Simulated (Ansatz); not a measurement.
A made-up structure of C2H4N (charge -1), singlet:

| atom | x (Å) | y (Å) | z (Å) |
| --- | --- | --- | --- |
| C1 | -0.9645 | 0.3274 | -0.3262 |
| C2 | 0.2968 | 0.0227 | 0.1413 |
| N3 | 0.9597 | -1.1278 | 0.0589 |
| H4 | -1.5720 | -0.4109 | -0.8445 |
| H5 | -1.3745 | 1.3216 | -0.1816 |
| H6 | 0.7888 | 0.8793 | 0.6467 |
| H7 | -0.5353 | 1.2193 | 0.0533 |

It is relaxed with PBE-D4/def2-SVPD and then PBE0-D4/def2-TZVPD (Ansatz 0.2.0). Atoms count as bonded within 1.22 times the sum of their covalent radii (H–H: 0.88 Å). The end point is not checked to be a true minimum.

(1) Does its bonding change? (Judge from chemistry; the calculation decides.)

## Answers

(1) By the calculation: No: no bond forms or breaks.

Where it ends: The first stage lowers the energy by 5.77 eV in 11 steps. It ends as C₂H₄N ([CH3][CH][N]), total charge -1:
```csv
atom,x (Å),y (Å),z (Å)
C1,-0.8812,0.5570,-0.3482
C2,0.3782,-0.0523,0.2975
N3,0.7979,-1.2049,0.1881
H4,-1.3900,-0.1999,-0.9550
H5,-1.5715,0.9323,0.4242
H6,0.8814,0.7813,0.9238
H7,-0.6158,1.4178,-0.9825
```

Labels in which every atom is bracketed show which atoms are joined, not bond orders.

For scale, one of the runs: PBE0-D4/def2-TZVPD relaxation, 147 basis functions, launched by `ansatz run in.yaml --threads 2 --pin off --events-out ev --progress --plain --max-ram 4352MiB`. The run took about 12 s on 2 CPU threads of an Arm Neoverse V1 (shared host).
